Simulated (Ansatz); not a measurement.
Cost and result for the atomization energy of `[SiH3][SiH2]S` (9 atoms, 8 bonds).

```json
{"atom": "Si1", "x (Å)": "1.144", "y (Å)": "0.800", "z (Å)": "-0.676"}
{"atom": "Si2", "x (Å)": "-0.802", "y (Å)": "-0.063", "z (Å)": "0.292"}
{"atom": "S3", "x (Å)": "-0.338", "y (Å)": "-2.071", "z (Å)": "0.880"}
{"atom": "H4", "x (Å)": "2.256", "y (Å)": "0.777", "z (Å)": "0.310"}
{"atom": "H5", "x (Å)": "0.904", "y (Å)": "2.203", "z (Å)": "-1.105"}
{"atom": "H6", "x (Å)": "1.526", "y (Å)": "-0.012", "z (Å)": "-1.861"}
{"atom": "H7", "x (Å)": "-1.209", "y (Å)": "0.753", "z (Å)": "1.468"}
{"atom": "H8", "x (Å)": "-1.925", "y (Å)": "-0.045", "z (Å)": "-0.685"}
{"atom": "H9", "x (Å)": "-1.557", "y (Å)": "-2.342", "z (Å)": "1.377"}
```

The species carries charge 0 and has multiplicity 1. Geometry: relaxed with PBE0-D4/def2-TZVP. It is one conformer, not always the lowest. Program: Ansatz. All runs use 2 threads of an Arm Neoverse V1 on a shared host. Times are those of one run each, without the atoms' runs, and a repeat can differ threefold. Electronic energies, without spin–orbit coupling; frozen cores. CCSD(T)/CBS adds CCSD(T) − MP2 in def2-TZVPP to the MP2 limit, and its time is that of the two runs behind it. T1 = 0.012.

CCSD(T)/CBS is a level of theory with its own doubt, some kJ/mol a heavy atom from the limit and from the frozen cores, so smaller differences don't rank the functionals.

```tsv
level	functions	wall time
LDA (SPW92)/def2-TZVPP	210	1.4 s
CCSD(T)/def2-SVP	84	1.6 s
PBE0-D4/def2-TZVPP	210	3.2 s
BHLYP-D4/def2-TZVPP	210	3.2 s
CAM-B3LYP-D4/def2-TZVPP	210	3.7 s
r2SCAN-D4/def2-TZVPP (with forces)	210	6 s
B2PLYP/def2-TZVPP	210	6 s
PBE-QIDH/def2-TZVPP	210	6 s
ωB97X-V/def2-TZVPP	210	10 s
B97M-V/def2-TZVPP	210	11 s
MP2/def2-QZVPP	390	18 s
CCSD(T)/def2-TZVPP	210	47 s
CCSD(T)/CBS(def2)	–	65 s
```

**Question.** What atomization energy does each give, and how far from CCSD(T)/CBS? (Best estimate.)

**Answer.** Ansatz gave: 
| level | atomization (kJ/mol) | difference from CCSD(T)/CBS | per bond |
| --- | --- | --- | --- |
| LDA (SPW92)/def2-TZVPP | 2850.8 | 260.7 | 32.6 |
| CCSD(T)/def2-SVP | 2389.3 | -200.8 | -25.1 |
| PBE0-D4/def2-TZVPP | 2552.3 | -37.8 | -4.7 |
| BHLYP-D4/def2-TZVPP | 2554.1 | -36.0 | -4.5 |
| CAM-B3LYP-D4/def2-TZVPP | 2580.4 | -9.7 | -1.2 |
| r2SCAN-D4/def2-TZVPP (with forces) | 2585.2 | -4.9 | -0.6 |
| B2PLYP/def2-TZVPP | 2536.9 | -53.2 | -6.6 |
| PBE-QIDH/def2-TZVPP | 2546.2 | -43.9 | -5.5 |
| ωB97X-V/def2-TZVPP | 2613.8 | 23.7 | 3.0 |
| B97M-V/def2-TZVPP | 2611.2 | 21.1 | 2.6 |
| MP2/def2-QZVPP | 2532.9 | -57.2 | -7.1 |
| CCSD(T)/def2-TZVPP | 2517.9 | -72.2 | -9.0 |
| CCSD(T)/CBS(def2) | 2590.1 | 0.0 | 0.0 |

From BLYP to BHLYP (50 % exact exchange), in def2-TZVPP and without D4, the atomization energy moves by +24.9 kJ/mol. At CCSD(T), def2-SVP lies −200.7 kJ/mol from the extrapolated value and def2-TZVPP −72.2 kJ/mol: correlation converges slowly with the basis, and small sets miss more of it in the bonded molecule than in its fragments. In def2-TZVPP, CCSD(T) changes the Hartree–Fock value by +569.5 kJ/mol (the triples alone add +24.9 kJ/mol) and MP2 by +541.7 kJ/mol; breaking electron pairs costs correlation energy, which Hartree–Fock lacks.
